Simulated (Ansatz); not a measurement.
Li2O was relaxed with r2SCAN-D4 (def2-TZVP) in Ansatz in these states: charge +1 doublet, neutral quintet, neutral singlet, neutral triplet. The geometries follow in no particular order.

A:

```xyz
3

Li   -0.273    0.810    1.372
Li    0.276   -0.809   -1.372
O    -0.002   -0.001    0.000
```

B:

```tsv
atom	x (Å)	y (Å)	z (Å)
Li1	1.2326	1.2412	0.3398
Li2	-1.2328	-1.2410	-0.3396
O3	0.0002	-0.0002	-0.0002
```

C:

```xyz
3

Li    0.271   -0.827    1.147
Li   -0.924    0.472   -0.998
O     0.653    0.355   -0.149
```

D:

```xyz
3

Li    1.4454    2.6310   -1.5951
Li   -1.4459   -2.6300    1.5963
O     0.0005   -0.0010   -0.0012
```

Question: Judge from the bond lengths which geometry belongs to which state (an estimate).

Answer: A is the neutral singlet (Li1–O3 1.616 Å, Li2–O3 1.616 Å); B is the charge +1 doublet (Li1–O3 1.782 Å, Li2–O3 1.782 Å); C is the neutral triplet (Li1–O3 1.795 Å, Li2–O3 1.795 Å); D is the neutral quintet (Li1–O3 3.399 Å, Li2–O3 3.399 Å).

At PBE0-D4/def2-TZVP a singlet lies 1.99 eV below the neutral triplet. At PBE0-D4/def2-TZVP a singlet lies 6.88 eV below the neutral quintet. These are the stationary points nearest to one start from a short search; other shapes may lie lower in each state. The neutral quintet has come apart into loosely held pieces.
